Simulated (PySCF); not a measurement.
TDDFT excited states: CCl4

Compound: CCl4.
Cartesian coordinates in Å at the GFN2-xTB level; atoms count from 1:
```xyz
5
CCl4 angstrom
Cl     1.3885    0.8939    0.6352
C      0.0019    0.0007   -0.0035
Cl     0.5459   -1.1032   -1.2744
Cl    -1.1749    1.1385   -0.6748
Cl    -0.7528   -0.9271    1.3003
```

Computed, not measured: TDDFT wB97X-D/def2-SVPD, vertical, gas phase, core orbitals frozen in the response (PySCF 2.14.0, density-fitted response routines).

List the vertical singlet excitations with oscillator strengths and describe the spectrum.

| state | E (eV) | ν̃ (cm⁻¹) | f | symmetry | main configurations (H = HOMO, L = LUMO) |
| --- | --- | --- | --- | --- | --- |
| S1 | 6.31 | 50860 | 0.0000 | – | H-2/H-1/H→L (≥89%) |
| S2 | 6.31 | 50870 | 0.0000 | – | H-2/H-1/H→L (≥89%) |
| S3 | 6.31 | 50880 | 0.0000 | – | H-2/H-1/H→L (≥88%) |
| S4 | 7.15 | 57650 | 0.022 | T2 | H-5→L (26%), H-4→L (19%), H-2/H-1/H→L+1/L+2 (≥16%) |
| S5 | 7.15 | 57650 | 0.022 | T2 | H-3→L (34%), H-4→L (16%), H-2/H-1/H→L+3 (≥13%) |
| S6 | 7.15 | 57650 | 0.022 | T2 | H-5→L (24%), H-4→L (16%), H-2/H-1/H→L+3 (≥13%) |

Triplets (Tamm–Dancoff): T1 5.73 eV, H-2/H-1/H→L (≥78%); T2 5.73 eV, H-2/H-1/H→L (≥78%); T3 5.74 eV, H-2/H-1/H→L (≥77%).

The lowest singlet level (S1/S2/S3) lies at 6.31 eV (197 nm, vacuum ultraviolet) and is dark (f under 0.0005). The most intense listed level is S4/S5/S6 at 7.15 eV (173 nm, f = 0.067 summed), 0.84 eV above S1. It is the last of those listed, so stronger ones may follow. S1/S2/S3 and S4/S5/S6 lie within about 0.01 eV of each other in each set; the point group Td has degenerate representations, and within a degenerate level the listed configurations can mix freely. Löwdin shares by element: HOMO (one of a set within 0.03 eV) chlorine 97% or more; LUMO chlorine 60% or more, carbon 21% (atoms not listed hold the other 20%). The listed states span 0.84 eV, and the widest gap between neighbours is 0.84 eV (S3 to S4). The oscillator strengths of these states sum to 0.067; summed over the whole spectrum of an exact calculation they would give the number of electrons, 74 (Thomas–Reiche–Kuhn). Orbital energies (eV): HOMO-3 -12.07, HOMO-2 -11.11, HOMO-1 -11.11, HOMO -11.11, LUMO 0.16, LUMO+1 1.31, LUMO+2 1.31. Symmetry labels in Td follow from the direction of the transition dipole and are given only for states with f of 0.002 or more. Orbitals of the list HOMO-3 to LUMO+2 that lie within 0.01 eV of each other are written together with a slash and their weights summed (≥ marks a lower bound); for degenerate orbitals outside that list single weights are arbitrary. Singlets were solved by full linear response, triplets in the Tamm–Dancoff approximation. The highest level found (7.22 eV, f 0.0000 so far) is left out, since the window may have cut off a degenerate partner.

Time: 11 s of wall time. Hardware: one thread, Arm Neoverse V2 (shared host).
